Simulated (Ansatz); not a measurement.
# FH3OSi (SMILES O[SiH2]F): single points off equilibrium

The atoms stand at a structure displaced at random from a GFN2-xTB minimum. How far do the functionals agree with CCSD(T) there?

Computed with Ansatz 0.2.0, Gaussian basis. Level: single points in def2-TZVPP.

Correlated methods freeze the cores.

## (1) The starting structure

SMILES `O[SiH2]F`, 6 atoms, charge 0, spin multiplicity 1.

Atoms are counted from 1 here; the program's logs count them from 0.

Bond lengths: O1–Si2 1.464 Å, O1–H4 0.974 Å, Si2–F3 1.619 Å, Si2–H5 1.386 Å, Si2–H6 1.565 Å. Angles: Si2–O1–H4 127.2°, O1–Si2–F3 110.8°, O1–Si2–H5 116.0°, O1–Si2–H6 112.9°, F3–Si2–H5 104.3°, F3–Si2–H6 101.6°, H5–Si2–H6 110.0°.

Geometry (Å):

```
O    -0.80230    0.05830   -0.90780
Si    0.34110    0.05250    0.00580
F     0.02070   -0.83620    1.32080
H    -1.71520   -0.21660   -0.71080
H     1.51560   -0.48770   -0.49450
H     0.62380    1.45660    0.63710
```

## (2) CCSD(T)/def2-TZVPP

run/in.yaml reads:

```yaml
crystal:
  periodic: [false, false, false]
  atoms:
    - {symbol: O, position_ang: [-0.802300, 0.058300, -0.907800]}
    - {symbol: Si, position_ang: [0.341100, 0.052500, 0.005800]}
    - {symbol: F, position_ang: [0.020700, -0.836200, 1.320800]}
    - {symbol: H, position_ang: [-1.715200, -0.216600, -0.710800]}
    - {symbol: H, position_ang: [1.515600, -0.487700, -0.494500]}
    - {symbol: H, position_ang: [0.623800, 1.456600, 0.637100]}
basis:
  gaussian: {orbitals: def2-TZVPP}
correlation: {method: ccsd_t}
output: {forces: true}
```

The command line of these runs was not kept.

## (3) PBE0-D4/def2-TZVPP

Changes to run/in.yaml since step 2:

```diff
@@ -11,3 +11,3 @@
   gaussian: {orbitals: def2-TZVPP}
-correlation: {method: ccsd_t}
-output: {forces: true}
+hamiltonian: {xc: pbe0, dispersion: d4}
+output: {forces: true, orbitals: {seedname: orbitals}}
```

## (4) wB97M-V/def2-TZVPP

Changes to run/in.yaml since step 3:

```diff
@@ -11,3 +11,3 @@
   gaussian: {orbitals: def2-TZVPP}
-hamiltonian: {xc: pbe0, dispersion: d4}
-output: {forces: true, orbitals: {seedname: orbitals}}
+hamiltonian: {xc: {name: wB97M-V}}
+output: {forces: true}
```

## (5) r2SCAN-D4/def2-TZVPP

Changes to run/in.yaml since step 4:

```diff
@@ -11,3 +11,3 @@
   gaussian: {orbitals: def2-TZVPP}
-hamiltonian: {xc: {name: wB97M-V}}
+hamiltonian: {xc: r2scan, dispersion: d4}
 output: {forces: true}
```

## (6) PBE-D4/def2-TZVPP

Changes to run/in.yaml since step 5:

```diff
@@ -11,3 +11,3 @@
   gaussian: {orbitals: def2-TZVPP}
-hamiltonian: {xc: r2scan, dispersion: d4}
+hamiltonian: {xc: pbe, dispersion: d4}
 output: {forces: true}
```

## (7) BHLYP-D4/def2-TZVPP

Changes to run/in.yaml since step 6:

```diff
@@ -11,3 +11,3 @@
   gaussian: {orbitals: def2-TZVPP}
-hamiltonian: {xc: pbe, dispersion: d4}
+hamiltonian: {xc: {name: BHLYP}, dispersion: d4}
 output: {forces: true}
```

## (8) SPW92/def2-TZVPP

Changes to run/in.yaml since step 7:

```diff
@@ -11,3 +11,3 @@
   gaussian: {orbitals: def2-TZVPP}
-hamiltonian: {xc: {name: BHLYP}, dispersion: d4}
+hamiltonian: {xc: lda}
 output: {forces: true}
```

(Steps that only read results are left out.)

Q: Predict the outcome of this session. Wanted: energy less free atoms, CCSD(T)/def2-TZVPP; RMS force component; RMS force error; HOMO and LUMO, PBE0-D4; T1 diagnostic.

The runs gave:

```
                                  quantity                                                                                          value
energy less free atoms, CCSD(T)/def2-TZVPP                                                                                 -2062.2 kJ/mol
                       RMS force component                                                           2.906 to 3.210 eV/Å over the methods
                           RMS force error  PBE0-D4 0.136, wB97M-V 0.099, r2SCAN-D4 0.133, PBE-D4 0.262, BHLYP-D4 0.235, SPW92 0.378 eV/Å
                    HOMO and LUMO, PBE0-D4                                                                              -8.67 and 0.32 eV
                             T1 diagnostic                                                                                          0.011
```

In words: Against CCSD(T) the functionals' energies less atoms differ by -340.5 to +19.1 kJ/mol, PBE-D4 by -42.0 kJ/mol. The reference is not at the basis limit: in triple zeta CCSD(T) underbinds, which counts against methods that bind more; the gaps are no ranking. For forces wB97M-V does best and SPW92 worst. Frozen-core CCSD(T) forces in triple zeta carry basis errors of their own, and this is one geometry, so small gaps rank nothing.
